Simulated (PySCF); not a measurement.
# Worked example for cyclopropanecarboxylic acid: proton affinity at atom O1

Structure: `O=C(O)C1CC1` (C4H6O2). Coordinates in Å; atoms count from 1 in this order:
```
O     1.9916   -1.0930   -1.0797
C     1.2572   -0.4134   -0.4108
O     1.7208    0.4994    0.4626
C    -0.2211   -0.4790   -0.4481
C    -1.0418    0.7789   -0.2819
C    -1.0237   -0.2309    0.8076
H     2.6873    0.4573    0.4089
H    -0.5777   -1.2368   -1.1473
H    -1.9330    0.8657   -0.9074
H    -0.4930    1.7099   -0.1254
H    -0.4602    0.0062    1.7124
H    -1.9018   -0.8623    0.9599
```

Level of theory: ωB97X-D3(BJ)/def2-TZVP single points in PySCF, grid level 2; every species was optimised with PBE0-D3(BJ)/def2-SVP. Thermal corrections: PBE0-D3(BJ)/def2-SVP frequencies, unscaled, ideal gas at 298.15 K and 1 bar, quasi-RRHO entropy.

Step: `OC(=[OH+])C1CC1` → `O=C(O)C1CC1` + H⁺.

```jsonl
{"species": "OC(=[OH+])C1CC1", "charge": "1", "multiplicity": "1", "E / Eh": "-307.031447"}
{"species": "O=C(O)C1CC1", "charge": "0", "multiplicity": "1", "E / Eh": "-306.702804"}
```

Thermal terms, products less reactant: Δ(H − E) = -26.96 kJ/mol, Δ(G − E) = -58.54 kJ/mol (the bare proton has no electronic energy, H = 5/2 RT). 1 Eh = 2625.50 kJ/mol.

Task: What are ΔE, ΔH and ΔG of this step?

Result: ΔE = 0.328643 Eh = 862.85 kJ/mol; ΔH = 835.9 kJ/mol; ΔG = 804.3 kJ/mol, all in the gas phase at 298.15 K and 1 bar. The digits show the arithmetic; the method itself can be off by 10 kJ/mol or more.

Caveats: O3 is not listed: the run failed or kept an imaginary mode, or the ion rearranged or equalled another; a site not listed may be the best one.
